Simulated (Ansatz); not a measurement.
A made-up structure of H2SO, singlet:

O1  (-0.065, 0.746, -0.567)
S2  (-0.070, -0.873, -0.214)
H3  (-1.014, -1.079, 0.744)
H4  (0.609, 1.033, 0.068)
(Å)

It is relaxed with PBE-D4/def2-SVP and then PBE0-D4/def2-TZVP (Ansatz 0.2.0). Atoms count as bonded within 1.22 times the sum of their covalent radii (H–H: 0.88 Å). The end point is not checked to be a true minimum.

Q: Does its bonding change? (A judgement: the text doesn't fix the answer.)

A: The calculation gives: No: no bond forms or breaks.

Where it ends: The first stage lowers the energy by 0.13 eV in 5 steps. It ends as H₂SO ([OH][SH]):
O1  (-0.074, 0.695, -0.506)
S2  (-0.067, -0.943, -0.254)
H3  (-0.996, -1.003, 0.723)
H4  (0.597, 1.079, 0.068)
(Å)

Labels in which every atom is bracketed show which atoms are joined, not bond orders.

For scale, one of the runs: PBE0-D4/def2-TZVP relaxation, 80 basis functions, launched by `ansatz run in.yaml --threads 2 --pin off --events-out ev --progress --plain --max-ram 4352MiB`. The run took about 6 s on 2 CPU threads of an Arm Neoverse V1 (shared host).
